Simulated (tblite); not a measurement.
Isomers of C4H12NP. Calculated harmonic vibrations of the isolated species, GFN2-xTB (tblite), most abundant isotopes, no scaling. Errors from tens to a few hundred cm⁻¹ against measured bands are possible. Modes of hydrogen on phosphorus can be 10 to 20 % off. One conformer each.

Electronic energies: GFN2-xTB at the same geometries; isomer energies are rough at this level and their order can be wrong.

| SMILES | electronic energy, lowest = 0 (kcal/mol) |
| --- | --- |
| CN=P(C)(C)C | 13.9 |
| CPCN(C)C | 14.9 |
| CCN(P)CC | 0.0 |
| CN(C)P(C)C | 3.3 |
| CC(C)P(C)N | 1.9 |

How do GFN2-xTB zero-point energies change the relative energies?

```
     SMILES  ZPE (kcal/mol)  of it from modes above 1550 cm⁻¹  electronic (kcal/mol)  with ZPE, lowest = 0 (kcal/mol)  lowest mode (cm⁻¹)  rings
   CCN(P)CC            96.6                              49.0                    0.0                              0.0                  59      0
 CC(C)P(C)N            97.6                              52.6                    1.9                              2.9                  39      0
 CN(C)P(C)C            97.2                              51.3                    3.3                              3.9                  63      0
CN=P(C)(C)C            94.9                              51.3                   13.9                             12.2                  84      0
   CPCN(C)C            96.4                              49.6                   14.9                             14.7                  38      0
```

The zero-point energies span 2.7 kcal/mol, from `CN=P(C)(C)C` to `CC(C)P(C)N`. The order is unchanged.

What do entropy and thermal enthalpy add at 298.15 K and 1 bar (rigid rotor, harmonic oscillator, one conformer each)?

```tsv
SMILES	point group	symmetry number	S (cal/(mol K))	H − H(0) (kcal/mol)	ZPE + H − H(0) − TS (kcal/mol)
CCN(P)CC	C1	1	91.1	6.10	75.5
CC(C)P(C)N	C1	1	92.9	6.51	76.4
CN(C)P(C)C	Cs	1	91.0	6.37	76.4
CPCN(C)C	C1	1	92.3	6.22	75.1
```

Not tabulated: `CN=P(C)(C)C` (point group not settled).
